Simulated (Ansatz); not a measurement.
A nudged elastic band was laid between two geometries of H$_{4}$SSi (6 atoms, charge 0, multiplicity 1).

All numbers below come from RKS PBE-D4/def2-mTZVP (Ansatz).

```
movable images  : 9
climbing image  : yes
spring          : 0.1 eV/Å²
optimiser       : quadratic models (default)
start path      : IDPP
force threshold : 0.05 eV/Å
iteration limit : 60
end points      : relaxed
```

First end point:

```xyz
6
Properties=species:S:1:pos:R:3
Si -0.174 -0.265 -0.442
S 0.915 -0.016 1.409
H -1.649 -0.081 -0.260
H 0.111 -1.669 -0.856
H 0.292 0.683 -1.502
H 0.546 1.284 1.606
```

Last end point:

```xyz
6
Properties=species:S:1:pos:R:3
Si -0.150 -0.102 -0.511
S 1.023 0.777 1.079
H -1.604 0.227 -0.385
H -0.006 -1.591 -0.560
H 0.399 0.501 -1.760
H 0.380 0.125 2.091
```

**Question.** What changes between the two ends?

**Answer.** No bond is made or broken. The dihedral H3–Si1–S2–H6 goes from -62 to 61°. The two ends are copies of one structure, up to a mirror image or an exchange of like atoms.

**Question.** What energy profile does the band end with?

**Answer.** It converged. The highest image is number 5 of 0 to 10, 1.0 kcal/mol above the ends, which have the same energy within 2 meV. Another band between the same ends (9 images) ends at a top of the same energy, where a vibrational analysis finds 1 clearly imaginary mode.

| image | path coordinate (Å) | energy (kcal/mol) | dihedral H3–Si1–S2–H6 (°) |
| --- | --- | --- | --- |
| 0 | 0.00 | 0.0 | -62 |
| 1 | 0.20 | 0.1 | -50 |
| 2 | 0.39 | 0.3 | -39 |
| 3 | 0.58 | 0.6 | -27 |
| 4 | 0.78 | 0.9 | -14 |
| 5 | 0.99 | 1.0 | 0 |
| 6 | 1.20 | 0.9 | 13 |
| 7 | 1.39 | 0.6 | 26 |
| 8 | 1.58 | 0.3 | 38 |
| 9 | 1.77 | 0.1 | 49 |
| 10 | 1.97 | 0.0 | 61 |

**Question.** What is the geometry of the highest image?

**Answer.** 
```xyz
6
Properties=species:S:1:pos:R:3
Si -0.100 -0.214 -0.495
S 1.175 0.292 1.192
H -1.498 0.226 -0.192
H -0.083 -1.689 -0.735
H 0.380 0.470 -1.735
H 0.168 0.852 1.918
```

The run took 100 s on 1 thread of AMD EPYC (Zen 3), with other jobs on the host, peak memory 0.1 GiB.
